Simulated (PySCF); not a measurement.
# F2OS: calculation against experiment

**Measured values to compare with.**

NIST CCCBDB Release 22 (SRD 101), experimental polarizabilities lists, for the gas: mean polarisability 3.927 Å³.

The results are set against them at the end.

Species: F₂OS.
SMILES with atom numbers: `[O:1]=[S:2]([F:3])[F:4]`

Cartesian coordinates in Å at the GFN2-xTB level; atoms count from 1:
```
atom  x, y, z in Å
O1     1.3927   -0.1008   -0.1697
S2     0.1600   -0.0103    0.5083
F3    -0.6835    1.2548   -0.1813
F4    -0.8590   -1.1389   -0.1802
```

The PySCF runs (gas phase, on this GFN2-xTB geometry; no spin–orbit coupling):

```csv
level,job,basis functions,wall time
CAM-B3LYP/def2-SVPD,"8 singlets by full TDDFT, 3 Tamm–Dancoff triplets, polarisability",96,5.1 s
```

Hardware: an Arm Neoverse V2 with one thread, no GPU, shared host.

## Comparison

**Mean polarisability.** Measured: 3.927 Å³ (NIST CCCBDB Release 22 (SRD 101), experimental polarizabilities).

```json
{"level": "CAM-B3LYP/def2-SVPD", "computed (Å³)": "4.054", "computed − measured (Å³)": "+0.127", "% (from the printed values)": "+3"}
```

The computed values are static and purely electronic, with core orbitals frozen in the response (1 au = 0.148185 Å³). The table of measured values doesn't say here whether a value is static or optical, or holds a vibrational part.

No measured geometry was used, and the causes of the misses weren't examined.
